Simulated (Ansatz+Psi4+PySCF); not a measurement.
The numbers below are computed, except where a source is named.
## Ansatz (development build ahead of 0.2.0) run

```yaml
crystal:
  periodic: [false, false, false]
  atoms:
    - { symbol: Li, position_ang: [0.0, 0.0, 1.38653] }
    - { symbol: Li, position_ang: [0.0, 0.0, -1.38653] }
basis:
  gaussian: { orbitals: cc-pCVTZ }
total_charge: 1
magnetization:
  spin_polarized: true
  initial_magnetization: 1
hamiltonian:
  xc: hf
correlation:
  method: mp2
  frozen_orbitals: { Li: 0 }
```

The input is written out in the form of the current development build from the run's settings.

The run gave:

```yaml
Converged: yes
Reference_energy: -14.71345 hartree
Correlation_energy: -0.07376 hartree
Total_energy: -14.78721 hartree
Spin_squared_of_the_determinant: 0.750
Stability_test: minimum
Occupied_orbitals_by_symmetry_in_an_Abelian_subgroup_alpha;_beta: 2 Ag 1 B1u; 1 Ag 1 B1u
```
